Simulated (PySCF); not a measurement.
Match the calculated data to a structure.

All candidates are C3H2FPS.

- Polarisability: 75.2 au [B3LYP/def2-SVPD]
- NMR, other nuclei: isotropic shieldings of nuclei other than C and H, by class: 293 (1 F), 136 (1 P), 225 (1 S) ppm [GIAO PBE0/pcSseg-1]
- 1H NMR: chemical shifts (computed TMS as zero) by class: 8.52 (1 H), 7.68 (1 H) ppm [GIAO PBE0/pcSseg-1]
- Triplet: lowest triplet excitation (Tamm–Dancoff): 3.22 eV [TDA B3LYP/def2-SVPD]
- Dipole: 1.93 D [B3LYP/def2-SVPD]
- Rotational structure: rotational constants A, B, C: 4.092, 2.311, 1.477 GHz [GFN2-xTB]
- 13C NMR: chemical shifts (computed TMS as zero) by class: 196.4 (1 C), 168.0 (1 C), 125.9 (1 C) ppm [GIAO PBE0/pcSseg-1]

Gas-phase values; electronic properties from PySCF, density fitting. Levels stand in brackets. Geometry: GFN2-xTB; no solvent, vibrations or thermal averaging. NMR classes are plain means over equivalent atoms (diastereotopic ones count apart unless rotation or inversion swaps them), as if these changed places fast.

**Question.** Which candidate is it?
A. `Fc1cpcs1`
B. `Fc1pccs1`
C. `Fc1cscp1`

**Answer.** C. It is `Fc1cscp1`. Numbering: `[F:1][c:2]1[cH:3][s:4][cH:5][p:6]1`. 3 carbons fall into 3 classes; from least to most shielded: aromatic C–F carbon [C2] (196.4 ppm), aromatic CH next to a ring sulfur [C5] (168.0 ppm), aromatic CH next to a ring sulfur [C3] (125.9 ppm). Hydrogen classes from least to most shielded: 1 H on an aromatic CH next to a ring sulfur, C5 (8.52 ppm), 1 H on an aromatic CH next to a ring sulfur, C3 (7.68 ppm). The other shieldings belong to: 293 ppm, aryl fluorine [F1]; 136 ppm, phosphorus bonded to 2 C [P6]; 225 ppm, thiophene-type sulfur [S4]. The optimised geometry has point group Cs and is an asymmetric top.

The others, at the same levels:
- `Fc1pccs1` fails: its computed 13C shifts are 226.6 (1 C), 145.1 (1 C), 131.1 (1 C) ppm, 1H shifts are 7.72 (1 H), 7.22 (1 H) ppm and rotational constant A is 3.277 GHz (against 4.092 GHz).
- `Fc1cpcs1` fails: its computed 13C shifts are 185.8 (1 C), 159.5 (1 C), 127.8 (1 C) ppm and rotational constant A is 4.313 GHz (against 4.092 GHz).
